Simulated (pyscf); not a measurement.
Structures and frequencies: ωB97X-D3(BJ)/def2-SVP in PySCF.

Task: Estimate by transition-state theory the rate constant of HO–Zn–Cl (SMILES [OH][Zn][Cl]) + H₂S (SMILES S) → HO–Zn–SH (SMILES [OH][Zn][SH]) + HCl (SMILES Cl) (singlet surface; Cl–Zn, H–S broken, S–Zn, Cl–H formed) at 1200 K, with ωB97M-D3(BJ)/def2-TZVP energies (ideal gas, 1 atm, RRHO with modes under 100 cm⁻¹ raised to 100, one conformer, R ln 2 for chiral ones without a mode under 150 cm⁻¹; no tunnelling).

Result: The electronic barrier is 10.2 kcal/mol and the thermal terms add +38.9, so ΔG‡ = 49.1 kcal/mol. With k_BT/h = 2.50e+13 s⁻¹ and RT = 2.385 kcal/mol, and a volume of 1.64e-19 cm³ per molecule at 1 atm, k = 4.7e-15 cm³ molecule⁻¹ s⁻¹. Wigner's tunnelling factor for 637i cm⁻¹ would be 1.02. A shift of 1 kcal/mol in the barrier changes k by a factor 1.5. On the reactant side the descent ends in an adduct with a S–Zn contact, 10.6 kcal/mol under the separated species and 17.7 kcal/mol under the saddle at ωB97X-D3(BJ)/def2-TZVP. On the product side the descent ends in a complex, 6.1 kcal/mol under the separated species and 5.0 kcal/mol under the saddle at ωB97X-D3(BJ)/def2-TZVP. What is counted as formed (S–Zn) is already present as a longer contact in the reactant adduct; forming that adduct is a step of its own. At ωB97X-D3(BJ)/def2-TZVP the barrier from the zero used here is 7.1 kcal/mol. The same reactants have a lower exit, to H₂O + HS–Zn–Cl (barrier -4.1 kcal/mol at ωB97M-D3(BJ)/def2-TZVP, against +10.2 kcal/mol here). One saddle was located; it need not be the lowest between these sides. Elements up to Kr have no core potential and no relativistic terms here.
